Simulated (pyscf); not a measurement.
Thermochemistry of product channels of H₃C–CH₂–Br + F• on the doublet surface, in kJ/mol, from CCSD(T)/def2-TZVPP + ΔMP2(QZVPP) energies (ideal gas, 1 atm, RRHO with modes under 100 cm⁻¹ raised to 100, one conformer, R ln 2 for rigid chiral ones). PySCF, gas phase, ωB97X-D3(BJ)/def2-SVP geometries. Correlated levels are frozen-core, on RHF or UHF. ΔMP2 is the change of the MP2 total energy from the triple- to the quadruple-zeta basis.

```tsv
products	ΔE	ΔH(298 K)	ΔG(600 K)	ΔG(1200 K)
•H₂C–CH₂–Br + HF	-139.0	-149.7	-169.1	-190.9
H₃C–CH•–Br + HF	-144.7	-155.3	-178.1	-203.0
```

These are energies of the channels, which say nothing of barriers. The CCSD(T) − MP2 part came from Ansatz, without density fitting, on the same reference. The frozen core leaves the outer d or s,p core shells of the metals and heavy elements correlated in the MP2 and CC values, and def2-TZVPP describes them poorly, which can shift differences by a few kcal/mol. Left out: orbital degeneracy and the spin-orbit lowering of F. Elements up to Kr have no core potential and no relativistic terms here.
